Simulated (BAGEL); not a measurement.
# C2H4F2O (SMILES FCOCF): levels of theory compared

Aim: a comparison of 3 runs (HF/STO-3G, HF/3-21G, HF/6-31G*) of C2H4F2O. 

The calculation is run with BAGEL 1.2.2.

1 further run of the same task is left out (it didn't finish).

## 1. The molecule

The species is C2H4F2O (9 atoms), meant as a singlet with charge 0. As SMILES, `FCOCF`. The C4–H9 distance was set to 1.635 Å, away from the relaxed value. At this shape a bond of the SMILES string is far longer than usual.

Bond lengths: F1–C2 1.375 Å, C2–O3 1.381 Å, O3–C4 1.381 Å, C4–F5 1.375 Å, C2–H6 1.094 Å, C2–H7 1.090 Å, C4–H8 1.094 Å. Angles: F1–C2–O3 110.4°, C2–O3–C4 114.8°, O3–C4–F5 110.4°, F1–C2–H6 107.3°, F1–C2–H7 108.3°, O3–C2–H6 111.9°, O3–C2–H7 107.0°, O3–C4–H8 111.9°, F5–C4–H8 107.3°, H6–C2–H7 111.9°. A long bond or contact: C4–H9 1.635 Å.

## 2. A single-point energy at HF/STO-3G (density fitting with qzvpp-jkfit) (run 1)

Contents of input.json:

```json
{ "bagel": [

{
  "title": "molecule",
  "basis": "sto-3g",
  "df_basis": "qzvpp-jkfit",
  "angstrom": true,
  "geometry": [
    { "atom": "F", "xyz": [    1.692206,   -1.108150,   -1.057899 ] },
    { "atom": "C", "xyz": [    1.462306,    0.183350,   -0.644999 ] },
    { "atom": "O", "xyz": [    0.108906,    0.400950,   -0.476199 ] },
    { "atom": "C", "xyz": [   -0.435594,   -0.186050,    0.649001 ] },
    { "atom": "F", "xyz": [   -0.059694,    0.502550,    1.778601 ] },
    { "atom": "H", "xyz": [    2.018706,    0.331750,    0.285301 ] },
    { "atom": "H", "xyz": [    1.797406,    0.859250,   -1.431599 ] },
    { "atom": "H", "xyz": [   -0.101394,   -1.220650,    0.771901 ] },
    { "atom": "H", "xyz": [   -2.060700,   -0.083300,    0.501700 ] }
  ]
},
{ "title": "hf" },
{ "title": "print", "file": "orbitals.molden", "orbitals": true }

]}
```

Started as:

```
$ BAGEL_NUM_THREADS=1 BAGEL input.json > input.out
```

The log of the run:

```text
* using 1 threads per process

  ===============================================================
  ===============================================================

  *** Geometry ***

  { "atom" : "F", "xyz" : [      3.197806,     -2.094100,     -1.999139 ] },
  { "atom" : "C", "xyz" : [      2.763358,      0.346481,     -1.218871 ] },
  { "atom" : "O", "xyz" : [      0.205803,      0.757686,     -0.899886 ] },
[... 5 lines of this table left out ...]
  { "atom" : "H", "xyz" : [     -3.894159,     -0.157414,      0.948076 ] },

  Number of auxiliary basis functions:      453

  Since a DF basis is specified, we compute 2- and 3-index integrals:
    o Being stored without compression. Storage requirement is 0.003 GB

  Number of basis functions:       29
  Number of electrons      :       42

    * METHOD: MOLECULE                             0.13

  *** RHF ***

  === Nuclear Repulsion ===
   190.9479884846

      * DIIS with orbital gradients will be used.

  === RHF iteration (sto-3g) ===
      0       -346.74250399          0.02708123           0.02
      1       -346.91394279          0.00824724           0.02
      2       -346.92937454          0.00153950           0.02
[... 8 lines of this table left out ...]
     11       -346.93057612          0.00000000           0.02
    * SCF iteration converged.

    * Permanent dipole moment:
           (   -0.180574,     0.055951,    -0.090411) a.u.

    * METHOD: HF                                   0.24

    * METHOD: PRINT                                0.00

  ===============================================================
```

Run time: 0.52 s. Hardware: 1 thread of Arm Neoverse V2, shared host.

## 3. The energy at HF/3-21G (density fitting with qzvpp-jkfit) (run 2)

Contents of job.json:

```json
{ "bagel" : [

{
  "title" : "molecule",
  "basis" : "3-21g",
  "df_basis" : "qzvpp-jkfit",
  "angstrom" : true,
  "geometry" : [
    { "atom" : "F", "xyz" : [    1.692206,   -1.108150,   -1.057899 ] },
    { "atom" : "C", "xyz" : [    1.462306,    0.183350,   -0.644999 ] },
    { "atom" : "O", "xyz" : [    0.108906,    0.400950,   -0.476199 ] },
    { "atom" : "C", "xyz" : [   -0.435594,   -0.186050,    0.649001 ] },
    { "atom" : "F", "xyz" : [   -0.059694,    0.502550,    1.778601 ] },
    { "atom" : "H", "xyz" : [    2.018706,    0.331750,    0.285301 ] },
    { "atom" : "H", "xyz" : [    1.797406,    0.859250,   -1.431599 ] },
    { "atom" : "H", "xyz" : [   -0.101394,   -1.220650,    0.771901 ] },
    { "atom" : "H", "xyz" : [   -2.060700,   -0.083300,    0.501700 ] }
  ]
},
{
  "title" : "hf"
},
{
  "title" : "print",
  "file" : "orbitals.molden",
  "orbitals" : true
}

]}
```

Started as:

```
$ BAGEL_NUM_THREADS=1 BAGEL job.json > job.out
```

The log of the run:

```text
* using 1 threads per process

  ===============================================================
  ===============================================================

  *** Geometry ***

  { "atom" : "F", "xyz" : [      3.197806,     -2.094100,     -1.999139 ] },
  { "atom" : "C", "xyz" : [      2.763358,      0.346481,     -1.218871 ] },
  { "atom" : "O", "xyz" : [      0.205803,      0.757686,     -0.899886 ] },
[... 5 lines of this table left out ...]
  { "atom" : "H", "xyz" : [     -3.894159,     -0.157414,      0.948076 ] },

  Number of auxiliary basis functions:      453

  Since a DF basis is specified, we compute 2- and 3-index integrals:
    o Being stored without compression. Storage requirement is 0.010 GB

  Number of basis functions:       53
  Number of electrons      :       42

    * METHOD: MOLECULE                             0.13

  *** RHF ***

  === Nuclear Repulsion ===
   190.9479884846

      * DIIS with orbital gradients will be used.

  === RHF iteration (3-21g) ===
      0       -349.61133459          0.02748882           0.03
      1       -349.73582213          0.01582871           0.03
      2       -349.77907227          0.00172464           0.03
[... 9 lines of this table left out ...]
     12       -349.78038982          0.00000001           0.03
    * SCF iteration converged.

    * Permanent dipole moment:
           (   -0.277822,     0.020819,    -0.032741) a.u.

    * METHOD: HF                                   0.48

    * METHOD: PRINT                                0.01

  ===============================================================
```

Run time: 0.78 s. Hardware: 1 thread of Arm Neoverse V2, shared host.

## 4. A single-point energy at HF/6-31G(d) (density fitting with qzvpp-jkfit, spherical functions) (run 3)

Contents of calc.json:

```json
{ "bagel": [

{
  "title": "molecule",
  "basis": "6-31gs.json",
  "df_basis": "qzvpp-jkfit",
  "angstrom": "true",
  "geometry": [
    { "atom": "F", "xyz": [       1.692206,      -1.108150,      -1.057899 ] },
    { "atom": "C", "xyz": [       1.462306,       0.183350,      -0.644999 ] },
    { "atom": "O", "xyz": [       0.108906,       0.400950,      -0.476199 ] },
    { "atom": "C", "xyz": [      -0.435594,      -0.186050,       0.649001 ] },
    { "atom": "F", "xyz": [      -0.059694,       0.502550,       1.778601 ] },
    { "atom": "H", "xyz": [       2.018706,       0.331750,       0.285301 ] },
    { "atom": "H", "xyz": [       1.797406,       0.859250,      -1.431599 ] },
    { "atom": "H", "xyz": [      -0.101394,      -1.220650,       0.771901 ] },
    { "atom": "H", "xyz": [      -2.060700,      -0.083300,       0.501700 ] }
  ]
},

{ "title": "hf" },

{ "title": "print", "file": "orbitals.molden", "orbitals": "true" }

]}
```

The basis set 6-31G* is read from a file made from the Basis Set Exchange's data (not shown).

Started as:

```
$ BAGEL_NUM_THREADS=1 BAGEL calc.json > calc.out
```

The log of the run:

```text
* using 1 threads per process

  ===============================================================
  ===============================================================

  *** Geometry ***

  { "atom" : "F", "xyz" : [      3.197806,     -2.094100,     -1.999139 ] },
  { "atom" : "C", "xyz" : [      2.763358,      0.346481,     -1.218871 ] },
  { "atom" : "O", "xyz" : [      0.205803,      0.757686,     -0.899886 ] },
[... 5 lines of this table left out ...]
  { "atom" : "H", "xyz" : [     -3.894159,     -0.157414,      0.948076 ] },

  Number of auxiliary basis functions:      453

  Since a DF basis is specified, we compute 2- and 3-index integrals:
    o Being stored without compression. Storage requirement is 0.022 GB

  Number of basis functions:       78
  Number of electrons      :       42

    * METHOD: MOLECULE                             0.17

  *** RHF ***

  === Nuclear Repulsion ===
   190.9479884846

      * DIIS with orbital gradients will be used.

  === RHF iteration (6-31gs.json) ===
      0       -351.45488762          0.02266428           0.05
      1       -351.61764320          0.01368285           0.05
      2       -351.69001625          0.00159032           0.05
[... 10 lines of this table left out ...]
     13       -351.69190529          0.00000001           0.05
    * SCF iteration converged.

    * Permanent dipole moment:
           (   -0.279991,    -0.012054,     0.002976) a.u.

    * METHOD: HF                                   0.81

    * METHOD: PRINT                                0.01

  ===============================================================
```

Wall time 1.1 s (1 thread of Arm Neoverse V2, shared host).

## 5. Overview of the runs

| run | level | energy (Eh) | dipole moment (D) | HOMO energy (eV) | LUMO energy (eV) | wall time |
| --- | --- | --- | --- | --- | --- | --- |
| 1 | HF/STO-3G (density fitting with qzvpp-jkfit) | -346.930576 | 0.53 | -9.48 | 8.12 | 0.52 s |
| 2 | HF/3-21G (density fitting with qzvpp-jkfit) | -349.780390 | 0.71 | -11.94 | 3.89 | 0.78 s |
| 3 | HF/6-31G* (density fitting with qzvpp-jkfit, spherical functions) | -351.691905 | 0.71 | -12.03 | 3.74 | 1.1 s |

## 6. What came out

```
            quantity          value
 run 3: total energy  -351.69191 Eh
run 3: dipole moment         0.71 D
  run 3: HOMO energy      -12.03 eV
  run 3: LUMO energy        3.74 eV
run 3: HOMO–LUMO gap       15.77 eV
```

In words: The dipole moment (its size) runs from 0.53 D (HF/STO-3G) to 0.71 D (HF/3-21G). The HOMO–LUMO gap runs from 15.77 eV (HF/6-31G*) to 17.60 eV (HF/STO-3G). In run 1 the basis is minimal, so the values are rough. All runs together took 2.5 s, the longest 1.1 s.
